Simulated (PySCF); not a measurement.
Compound: BH2Et, C2H7B.
Z-matrix (Å and degrees, PBE0-D3(BJ)/def2-SVP geometry), rows numbered from 1:
```
B 
H   1  1.2123
H   1  1.2120  2  118.09
C   1  1.5606  2  120.46  3   174.68
C   4  1.5423  1  105.10  2   -83.58
H   4  1.1013  1  112.99  2   157.54
H   4  1.1020  1  112.38  2    34.59
H   5  1.1011  4  110.93  1   179.98
H   5  1.1018  4  111.99  1   -60.44
H   5  1.1016  4  111.91  1    60.28
```

The computed photoelectron lines, unassigned: B 1s: 196.27 eV; C 1s: 290.29 (area 1), 290.94 (area 1) eV.

Method used: delta-SCF UKS SCAN, pcX-2 on the ionised atom, pcseg-1 elsewhere, spin-free X2C (PySCF 2.14.0). Geometry: PBE0-D3(BJ)/def2-SVP, one conformer, isolated molecule.

Question: Order the carbon atoms by C 1s binding energy.

Answer: 290.29 eV: C4 (carbon bonded to B, C and 2 H); 290.94 eV: C5 (carbon bonded to C and 3 H). Lowest listed C 1s: C4, bonded to C, 2 H and B. Highest, 0.65 eV above it: C5, bonded to C and 3 H.

Bonded neighbours of each site: B1: C and 2 H; C4: C, 2 H and B; C5: C and 3 H.

Question: What is the longest wavelength that can ionise C 1s of C5 vertically?

Answer: λ = hc/E = 12398.42 eV Å / 290.94 eV = 42.615 Å.
